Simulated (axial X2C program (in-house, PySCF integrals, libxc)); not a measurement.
**Ionising CS**

Calculated with an in-house relativistic program for diatomic molecules, spin-free (one-electron X2C) or two-component (2c: spin–orbit coupling with atomic mean-field Coulomb and Gaunt terms, which also bring small scalar terms), in Dyall basis sets with cores contracted in-house; open shells are unrestricted.

Basis sets: C dyall-v3z, S dyall-av3z. Frozen shells (counts by l): CS S 2s1p, C 1s, 10 electrons correlated; CS⁺ S 2s1p, C 1s, 9 electrons correlated. Coupled cluster in natural virtuals with an MP2 remainder. Where the outer core of a metal is frozen, bonds come out longer and ionisation energies lower.

```csv
Hamiltonian,level,CS state,Re (Å),ωe (cm⁻¹),De (eV)
spin-free,HF,"M_S = 0, Λ = 0",1.514,1419.6,4.14
spin-free,PBE0,"M_S = 0, Λ = 0",1.533,1326.1,7.21
2c,HF,Ω = 0,1.514,1419.2,4.13
2c,PBE0,Ω = 0,1.533,1325.8,7.21
2c,CCSD,Ω = 0,1.537,1324.9,6.71
2c,CCSD(T),Ω = 0,1.548,1271.2,7.09
```

Adiabatic ionisation energy (minimum to minimum, no zero-point term) and constants of CS⁺:

```json
{"Hamiltonian": "spin-free", "level": "HF", "CS⁺ state": "M_S = 1/2, Λ = 0", "IE (eV)": "9.89", "Re (Å)": "1.509", "ωe (cm⁻¹)": "1251.7", "De (eV)": "3.47", "fragments": "S+ + C"}
{"Hamiltonian": "spin-free", "level": "PBE0", "CS⁺ state": "M_S = 1/2, Λ = 0", "IE (eV)": "11.31", "Re (Å)": "1.487", "ωe (cm⁻¹)": "1433.0", "De (eV)": "6.29", "fragments": "S+ + C"}
{"Hamiltonian": "2c", "level": "HF", "CS⁺ state": "Ω = 1/2", "IE (eV)": "9.89", "Re (Å)": "1.509", "ωe (cm⁻¹)": "1251.4", "De (eV)": "3.46", "fragments": "S+ + C"}
{"Hamiltonian": "2c", "level": "PBE0", "CS⁺ state": "Ω = 1/2", "IE (eV)": "11.31", "Re (Å)": "1.487", "ωe (cm⁻¹)": "1432.7", "De (eV)": "6.29", "fragments": "S+ + C"}
{"Hamiltonian": "2c", "level": "CCSD", "CS⁺ state": "Ω = 1/2", "IE (eV)": "11.33", "Re (Å)": "1.489", "ωe (cm⁻¹)": "1440.5", "De (eV)": "5.49", "fragments": "S+ + C"}
{"Hamiltonian": "2c", "level": "CCSD(T)", "CS⁺ state": "Ω = 1/2", "IE (eV)": "11.45", "Re (Å)": "1.493", "ωe (cm⁻¹)": "1434.9", "De (eV)": "5.80", "fragments": "S+ + C"}
```

**Question.** Add the zero-point terms to the ionisation energy at CCSD(T), 2c, and say whether the electron removed was bonding.

**Answer.** IE0 = IE + (ωe⁺ − ωe)/2 = 11.45 + (0.010) = 11.46 eV. Re changes by -0.055 Å, so the bond shortens, as on loss of an antibonding or a polarising non-bonding electron.

**Question.** Close the cycle De(CS⁺) + IE(CS) = De(CS) + IE(S) to find the atomic ionisation energy at CCSD(T), 2c.

**Answer.** IE(S) = 5.80 + 11.45 − 7.09 = 10.16 eV, for the determinants used.

Each entry is the lowest single determinant of a limited PBE0 search at one distance. De goes to single-determinant-based atoms at the same level (for ions the charge split of lowest energy) and is withheld (n/a) where an atom does not fit its ground term or J level. Main or longest-lived isotopes. One determinant is a doubtful description, or other states lie close, for CS⁺; these need not be ground states, and all values refer to the states named. Some light 2c atoms are not at their ground J level, so De misses part of their lowering (0.04 eV or less). The functionals have no current term, which raises determinants with orbital currents.
